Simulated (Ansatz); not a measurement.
What does this script print? It uses the Ansatz DFT code, driven from Python.

The script, `cl2hsi.py`:
```python
# -*- coding: utf-8 -*-
"""Vertical spin-state energies of Cl2HSi."""

import ansatz as az

BASIS_SET = "6-31G*"
XC = "pbe0"
DISPERSION = "d3bj"

cl2hsi = (
    az.Crystal.molecule()
    .atom("Cl", (-1.63388, 0.16599, 0.87695))
    .atom("Si", (0.18921, -0.3751, 0.1932))
    .atom("Cl", (0.24088, -0.28917, -1.82558))
    .atom("H", (1.20379, 0.49829, 0.75543))
)

calc = (
    cl2hsi.calculation()
    .basis(gaussian=BASIS_SET)  # the orbital basis, by name
    .functional(XC, dispersion=DISPERSION)
)
found = {}
for unpaired in [1, 3, 5]:
    data = calc.spin("collinear", total=unpaired).run(threads=1).report
    s = unpaired / 2
    found[unpaired] = data["free_energy_ev"]
    print(f"2S+1 = {unpaired + 1}: E = {found[unpaired]:.5f} eV, <S^2> = {abs(data['mean_field']['state']['spin_squared']):.3f} (pure state {s * (s + 1):.2f})")
lowest = min(found, key=found.get)
for unpaired, e in found.items():
    print(f"multiplicity {unpaired + 1}: {96.485332 * (e - found[lowest]):.1f} kJ/mol above the lowest")
```

```console
$ python cl2hsi.py
2S+1 = 2: E = -32927.52888 eV, <S^2> = 0.751 (pure state 0.75)
2S+1 = 4: E = -32919.83424 eV, <S^2> = 3.755 (pure state 3.75)
2S+1 = 6: E = -32912.09084 eV, <S^2> = 8.756 (pure state 8.75)
multiplicity 2: 0.0 kJ/mol above the lowest
multiplicity 4: 742.4 kJ/mol above the lowest
multiplicity 6: 1489.5 kJ/mol above the lowest
```

In order: multiplicity 2 (+0.00 eV), multiplicity 4 (+7.69 eV) and multiplicity 6 (+15.44 eV), all at the one geometry.

What to keep in mind:
- Total energies depend on the basis set; only differences at equal settings carry meaning.
- The geometry is a force-field or estimated start, not a minimum of this method, and the basis set is short of its limit. All parts are taken at fixed geometry, without zero-point energy.
- The species is open-shell (spin multiplicity 2).
- Hardware and time: 18 s on 1 thread of Arm Neoverse V1, with other jobs on the host, peak memory 0.21 GiB.
